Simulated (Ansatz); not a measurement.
Input file:

```yaml
crystal:
  periodic: [false, false, false]
  atoms:
    - {symbol: B, position_ang: [0.000000, 0.000000, 0.000000]}
    - {symbol: S, position_ang: [0.000000, 0.000000, 3.154000]}
basis:
  gaussian: {orbitals: 6-31G}
total_charge: 1
magnetization: {spin_polarized: false, initial_magnetization: 2}
correlation: {active_space: {ras: {orbitals: [3, 2, 11], electrons: 8, max_holes: 4, max_particles: 4}, fixed_orbitals: true}}
```

```sh
$ ansatz run in.yaml --threads 1 --pin off --events-out ev --progress --plain --max-ram 2393MiB
```

Log:

```
266 factors; integrals over basis functions are off by at most 2.6e-4 eV
mean field evaluation 1: about -11473.1243 eV, gradient 1.4e1 eV
mean field evaluation 2: about -11473.1465 eV, gradient 1.4e1 eV
mean field evaluation 4: about -11475.0104 eV, gradient 3.2e0 eV
mean field evaluation 8: about -11475.1672 eV, gradient 3.8e-1 eV
mean field evaluation 16: about -11475.1729 eV, gradient 1.3e-6 eV
mean field evaluation 32: about -11475.6824 eV, gradient 3.4e-6 eV
mean field evaluation 64: about -11475.1729 eV, gradient 3.2e-4 eV
mean field -11475.68240365 eV, -421.7235498373 hartree, gradient 3.0e-6 eV, S^2 2.000000; 9 other end points of the search recorded, 0 dependent functions left out
reference -11475.68240365 eV, -421.7235498373 hartree; 11, 9 occupied and 11, 13 virtual orbitals, 266 factors
state -11478.08629809 eV, -421.8118913286 hartree
Total energy: -11478.08629809 eV, -421.8118913286 hartree
```

Natural occupations: 1.9900 1.9534 1.8350 0.9966 0.9966 0.0827 0.0571 0.0571 0.0104 0.0071 0.0050 0.0050 0.0028 0.0008 0.0002 0.0002.

For the same geometry and basis full CI lies 2.6 meV lower.

Ran on 1 thread of Intel Xeon Platinum 8259CL, shared host: 4.2 s wall, 0.15 GiB peak host memory.
